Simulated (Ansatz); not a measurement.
Basis-set limit of AlF, quintet

```xyz
2

Al    0.0000    0.0000    0.0000
F     0.0000    0.0000    1.7190
```

Ansatz 0.2.0, UHF determinant, valence electrons correlated. Energies in eV.

```
        set  X  functions  Hartree–Fock  MP2 correlation  CCSD(T) correlation                                                              time
def2-TZVPPD  3         88    -9283.3906          -5.7968              -6.4111                  7 s on 1 thread of Arm Neoverse V2 (shared host)
def2-QZVPPD  4        142    -9283.7156          -6.4111              -7.0117  29 s on 1 thread of Arm Neoverse V2, with other jobs on the host
```

Hartree–Fock is taken to follow E(X) = E∞ + A·exp(−7.88·√X), correlation E(X) = E∞ + B·X^−2.97.

Cautions: lower spins were not checked.

Q: Work out the CCSD(T) energy at the limit, and how far the shortcut misses it that extrapolates MP2 and adds CCSD(T) minus MP2 from the smaller set.

A: Hartree–Fock: E∞ = E4 + 0.1377·(E4 − E3) = -9283.7604. Correlation: E∞ = E4 + 0.7407·(E4 − E3) = -7.4565 for CCSD(T) and -6.8661 for MP2. The limit is -9291.2169 eV, 0.490 eV below def2-QZVPPD. The shortcut gives a correlation energy of -6.8661 + (-0.6143) = -7.4804, 24 meV lower than the direct value.

Past Ne part of the Hartree–Fock step between the two sets comes from the cores, which don't follow the formula, so the 45 meV that it adds to the total can overshoot; that part largely cancels in differences.
